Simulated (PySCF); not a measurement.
## Reproducing measurements on chloroform

**Measured values to compare with.**

NIST CCCBDB Release 22 (SRD 101), experimental dipoles lists, for the gas: dipole moment (microwave Stark effect, vibrational ground state) 1.04 ± 0.02 D.

How close the calculation comes is told at the end.

Compound: chloroform, CHCl₃.
Numbering: `[Cl:1][CH:2]([Cl:3])[Cl:4]` (hydrogens: H5 on C2)

Geometry (GFN2-xTB, Å), atoms numbered from 1 in this order:
```
atom  x, y, z in Å
Cl1   -0.606    1.549   -0.491
C2    -0.006    0.000    0.119
Cl3   -0.988   -1.327   -0.517
Cl4    1.689   -0.220   -0.336
H5    -0.080    0.001    1.208
```

The PySCF runs (gas phase, on this GFN2-xTB geometry; no spin–orbit coupling):

```tsv
level	job	basis functions	wall time
PBE0/pcSseg-1	shieldings, charges and field gradients	94	3.9 s
```

Hardware: one thread, Arm Neoverse V2, shared host.

## Comparison

**Dipole moment.** Measured: 1.04 D (NIST CCCBDB Release 22 (SRD 101), experimental dipoles).

| level | computed (D) | computed − measured (D) | % (from the printed values) |
| --- | --- | --- | --- |
| PBE0/pcSseg-1 | 1.24 | +0.20 | +19 |

The computed dipoles belong to one fixed geometry; measured ones are averaged over vibrations unless marked μe. Magnitudes are compared, not signs.

No measured geometry was used, and the causes of the misses weren't examined.
